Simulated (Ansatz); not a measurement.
**α-phase S**

The numbers are results of r²SCAN in Ansatz (plane waves, PAW), not measurements.

Settings: plane-wave cutoff 560 eV, 6×6×6 k mesh, Fermi–Dirac smearing 0.01 eV, scalar-relativistic PAW data made under PBE.

Cell: relaxed at this level.

For α-phase S, the band gap is 2.48 eV (on the SCF k mesh).

Note: the relaxation could not lower the start's symmetry, so the cell can be a saddle point above a distorted one; the volume lies 8 % above that of the published cell.

Ansatz is a program for electronic structure.
